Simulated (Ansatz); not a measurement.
Reaction (SMILES): ClCCl → [CH2]Cl (CH2-Cl) + Cl atom
B3LYP-D3(BJ)/def2-TZVP geometries, fixed; electronic energies without zero-point terms.
Largest species:
```
C
H 1 1.0832
H 1 1.0832 2 111.91
Cl 1 1.7804 2 108.02 3 118.77
Cl 1 1.7804 2 108.02 3 -118.77
```
Charge 0, spin multiplicity 1.

Basis-set convergence of the bond dissociation energy at wB97M-V with Ansatz (a quantum-chemistry and plane-wave program). Cartesian d functions, on some or all atoms, in 6-31G*, 6-31+G*, 6-311G**, 6-311+G**; all else is spherical. The program fits the integrals of some runs and decomposes those of others, by size. Open shells are unrestricted. The functional holds VV10 correlation; no added dispersion term, no relativity. Functions are those of the species that has most. Reference: the value in aug-pcseg-3, 82.91 kcal/mol, itself unsure by roughly 0.03 kcal/mol (its mean distance from aug-cc-pV(Q+d)Z, cc-pV(5+d)Z, def2-QZVPPD). Deviations are taken from unrounded values.

| basis | functions | bond dissociation energy (kcal/mol) |
|---|---|---|
| 6-31G* | 57 | 83.27 |
| 6-31+G* | 69 | 81.78 |
| def2-SVP | 60 | 82.42 |
| def2-SVPD | 90 | 82.78 |
| pcseg-1 | 60 | 80.14 |
| aug-pcseg-1 | 95 | 82.09 |
| cc-pV(D+d)Z | 70 | 82.61 |
| aug-cc-pV(D+d)Z | 105 | 82.82 |
| 6-311G** | 84 | 81.76 |
| 6-311+G** | 96 | 81.50 |
| def2-TZVP | 117 | 82.88 |
| def2-TZVPD | 147 | 82.87 |
| pcseg-2 | 126 | 82.46 |
| aug-pcseg-2 | 192 | 82.87 |
| cc-pV(T+d)Z | 136 | 82.79 |
| aug-cc-pV(T+d)Z | 202 | 82.87 |
| def2-TZVPP | 143 | 82.93 |
| def2-TZVPPD | 173 | 82.94 |
| cc-pV(Q+d)Z | 243 | 82.97 |
| aug-cc-pV(Q+d)Z | 350 | 82.95 |
| pcseg-3 | 254 | 82.94 |
| aug-pcseg-3 | 361 | 82.91 |
| def2-QZVPP | 257 | 82.88 |
| def2-QZVPPD | 287 | 82.88 |

What the diffuse functions change, pair by pair:
- 6-31G* to 6-31+G*: 12 more functions, deviation 0.36 to -1.13 kcal/mol
- def2-SVP to def2-SVPD: 30 more functions, deviation -0.49 to -0.13 kcal/mol
- pcseg-1 to aug-pcseg-1: 35 more functions, deviation -2.77 to -0.82 kcal/mol
- cc-pV(D+d)Z to aug-cc-pV(D+d)Z: 35 more functions, deviation -0.30 to -0.09 kcal/mol
- 6-311G** to 6-311+G**: 12 more functions, deviation -1.15 to -1.41 kcal/mol
- def2-TZVP to def2-TZVPD: 30 more functions, deviation -0.03 to -0.04 kcal/mol
- pcseg-2 to aug-pcseg-2: 66 more functions, deviation -0.45 to -0.04 kcal/mol
- cc-pV(T+d)Z to aug-cc-pV(T+d)Z: 66 more functions, deviation -0.12 to -0.04 kcal/mol
- def2-TZVPP to def2-TZVPPD: 30 more functions, deviation 0.02 to 0.03 kcal/mol
- cc-pV(Q+d)Z to aug-cc-pV(Q+d)Z: 107 more functions, deviation 0.06 to 0.04 kcal/mol
- pcseg-3 to aug-pcseg-3: 107 more functions, deviation 0.02 to 0.00 kcal/mol
- def2-QZVPP to def2-QZVPPD: 30 more functions, deviation -0.03 to -0.03 kcal/mol

Leaving out the reference's own pair, they bring the value nearer the reference by more than 0.03 kcal/mol in 5 of 11 pairs.
